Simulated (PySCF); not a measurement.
C$_{4}$H$_{3}$F: full NMR table

```yaml
Formula: C4H3F
SMILES: C=C1C=C1F
Point_group_of_the_computed_structure: Cs
Degrees_of_unsaturation: 3
Carbon_signals: 4
Proton_signals: 3
```

Atom-mapped SMILES (the numbers label the heavy atoms): `[CH2:1]=[C:2]1[CH:3]=[C:4]1[F:5]`; H(Xn) means a hydrogen on atom n. Ha(C1) is cis to C3; Hb(C1) is trans to C3.

Calculated, not measured (PySCF): CAM-B3LYP/pcSseg-2 with gauge-including orbitals, spin–spin couplings from B3LYP/pcJ-1, geometry: PBE0-D3(BJ)/def2-SVP. No solvent model, a single conformation, non-relativistic.

δ = σ(ref) − σ, references computed at the same level: TMS for ¹H (31.34 ppm) and ¹³C (182.55 ppm); ¹⁹F (186.01 ppm) vs CFCl3.

| carbon | δC, type | δH (multiplicity, J in Hz) | HMBC from (abs. J ≥ 3 Hz) | span of the C tensor (ppm) |
| --- | --- | --- | --- | --- |
| C1 | 62.8, CH2 | Hb(C1) 3.72 (dt, 15.1, 1.5); Ha(C1) 3.62 (ddd, 11.0, 3.1, 1.6) | – | 131 |
| C2 | 135.6, C | – | – | 257 |
| C3 | 110.0, CH | 6.24 (ddd, 4.0, 3.1, 1.4) | Hb(C1), Ha(C1) | 191 |
| C4 | 166.9, C | – | H(C3), Hb(C1), Ha(C1) | 160 |

Other nuclei:
```csv
atoms,nucleus,environment,δ (ppm),σ (ppm)
F5,¹⁹F,vinylic fluorine,-114.4,300.4
```

Selected couplings (Hz, signed; the shortest-range and largest first, 30 at most; isotopes ¹³C, ¹⁹F, ¹H): ¹J(C4,F5) -523.9, ¹J(C3,H(C3)) 238.6, ¹J(C1,Hb(C1)) 178.2, ¹J(C1,Ha(C1)) 177.0, ¹J(C1,C2) 110.6, ¹J(C3,C4) 57.0, ¹J(C2,C4) 36.5, ¹J(C2,C3) 16.6, ²J(C3,F5) -26.6, ²J(C1,C4) -7.2, ²J(C1,C3) -3.2, ²J(Hb(C1),Ha(C1)) -1.6, ³J(C1,F5) -5.4, ³J(F5,H(C3)) -4.0, ⁴J(F5,Hb(C1)) 15.1, ⁴J(F5,Ha(C1)) 11.0, ⁴J(Ha(C1),H(C3)) 3.1, ⁴J(Hb(C1),H(C3)) 1.4.

- Carbon types of the structure: 2 × C, 1 × CH, 1 × CH2, which accounts for all hydrogens.
- δC 166.9, 135.6: fully substituted alkene carbon.
- δC 110.0: alkene CH; the olefinic region.
- δC 62.8: terminal =CH2 carbon.
- δH 6.24: hydrogen on an alkene CH; a vinylic proton, deshielded by the sp2 carbon and the C=C anisotropy.
- δH 3.72, 3.62: hydrogen on a terminal =CH2 carbon.

Common functionals overestimate the size of one-bond C–F couplings by tens of Hz; these are unscaled. Splittings below 1 Hz are ignored in the labels, and close J values are merged. Shifts are as computed, not scaled to solution data. Of 1211 compounds with measured shifts, 218 miss one by over three times the rms of a fit or turn the order of signals round; such compounds aren't used in these exercises. Unscaled 19F shifts against computed CFCl3 carry errors that often reach 10 to 50 ppm.
